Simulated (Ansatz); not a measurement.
Consider the ligand exchange at a Mg–F bond: `[F][MgH]` + HCl → `[MgH][Cl]` + H–F.

Calculated with Ansatz (gas phase, PBE0-D4/def2-TZVP geometries, no zero-point term in ΔE). CCSD(T)/CBS adds triple-zeta CCSD(T) − MP2 to the extrapolated MP2 energy (def2 sets, frozen cores). This one scheme is used for every species. Functionals use def2-TZVPP. B3LYP here is the variant with VWN-RPA as its local correlation; programs differ in this. For Mg outer-core shells are correlated without core-valence functions, which leaves a few kJ/mol of doubt a bond.

| level | ΔE (kJ/mol) |
| --- | --- |
| PBE-D4 | -18.2 |
| B97M-V | -20.9 |
| PBE0-D4 | -26.3 |
| B3LYP-D4 | -17.7 |
| B3LYP | -16.2 |
| CAM-B3LYP | -15.0 |
| MP2/def2-SVP | -10.2 |
| CCSD(T)/def2-QZVPP | -21.1 |

Task: What does CCSD(T)/CBS give? (An estimate is asked.)

Result: The calculation gave: -21.9 kJ/mol. The listed levels differ from it by 3.7, 1.0, -4.4, 4.2, 5.7, 6.9, 11.7, 0.8 kJ/mol.

Largest T1 diagnostic among the species: 0.011.

From PBE to PBE0 (25 % exact exchange), in def2-TZVPP and without D4, ΔE moves by −8.2 kJ/mol. Leaving LDA and LC-ωPBE aside and taking each functional with its dispersion term where it has one, the values, not all of them listed here, spread over 17.3 kJ/mol, from PBE-QIDH to BLYP-D4. In def2-TZVPP, CCSD(T) changes the Hartree–Fock value by +11.4 kJ/mol (the triples alone add +0.6 kJ/mol) and MP2 by +10.8 kJ/mol.
